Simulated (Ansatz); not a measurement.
# AlBeH₂ (doublet): PBE0, B3LYP over a scan of the distance Al1–H3, 6-31G

How well do these functionals follow the top wave-function level for AlBeH₂ (doublet) over a scan of the distance Al1–H3?

The runs use Ansatz 0.2.0, Gaussian basis; 6-31G, all electrons in the functionals.

To be run: PBE0, B3LYP, at 1.283 Å; 1.458 Å; 1.603 Å; 1.804 Å; 2.000 Å; 2.187 Å; 2.596 Å; 2.965 Å; 3.549 Å; 4.317 Å; 5.353 Å.

19 further runs of the same task are left out: 14 that didn't finish, 5 set aside as unsound or not needed. Runs told in other sessions of the task aren't counted.

## (1) What is computed

The geometry derives from a PBE0/def2-TZVP stationary point (not a proven minimum). One bond is set to the value named and the two fragments are kept rigid.

4 atoms, charge 0, spin multiplicity 2.

Atoms are counted from 1 here; the program's logs count them from 0.

Bond lengths: Al1–H3 1.603 Å, Be2–H4 1.345 Å.

No dispersion term is added. B3LYP takes the VWN-RPA correlation.

The geometry shown and the zero of energy belong to the point 1.603 Å. The yardstick, FCI, and other wave-function levels (R restricted, U unrestricted, valence and pair active spaces) come from earlier runs.

## (2) PBE0, 1.283 Å

in.yaml

```yaml
crystal:
  periodic: [false, false, false]
  atoms:
    - {symbol: Al, position_ang: [0.000000, -0.081492, 0.618736]}
    - {symbol: Be, position_ang: [0.000000, 0.151262, -1.688480]}
    - {symbol: H, position_ang: [0.000000, 0.787258, 1.562855]}
    - {symbol: H, position_ang: [0.000000, 0.041753, -3.028766]}
basis:
  gaussian: {orbitals: 6-31G}
magnetization: {spin_polarized: true, initial_magnetization: 1}
hamiltonian: {xc: {name: PBE0}}
output: {forces: true, orbitals: {seedname: orbitals}}
```

Launch:

```
$ ansatz run in.yaml --threads 1 --pin off --events-out ev --progress --plain --max-ram 2393MiB
```

Further steps of the session: PBE0, 1.458 Å; PBE0, 1.603 Å; PBE0, 1.804 Å; PBE0, 2.000 Å; PBE0, 2.187 Å; PBE0, 2.596 Å; PBE0, 2.965 Å; PBE0, 3.549 Å; PBE0, 4.317 Å; PBE0, 5.353 Å; B3LYP, 1.283 Å; B3LYP, 1.458 Å; B3LYP, 1.603 Å; B3LYP, 1.804 Å; B3LYP, 2.000 Å; B3LYP, 2.187 Å; B3LYP, 2.596 Å; B3LYP, 2.965 Å; B3LYP, 3.549 Å; B3LYP, 4.317 Å; B3LYP, 5.353 Å.

Before running them: what should the planned runs give, taken together? Wanted: span of the FCI curve; largest miss, PBE0; largest miss, B3LYP.

The runs gave:

| quantity | value |
| --- | --- |
| span of the FCI curve | 53.3 kcal/mol |
| largest miss, PBE0 | +10.5 kcal/mol (5.353 Å) |
| largest miss, B3LYP | +10.9 kcal/mol (5.353 Å) |

In words: Of the functionals, PBE0 keep the smallest largest miss at the points compared (at most 10.5 kcal/mol) and B3LYP strays most (10.9 kcal/mol, at 5.353 Å). PBE0 clearly breaks the spin symmetry at some points (⟨S²⟩ up to 0.44 above the pure value), so energy there is bought with a mixed spin. Functionals and the yardstick converge differently with the basis, so part of each miss in 6-31G is the basis.
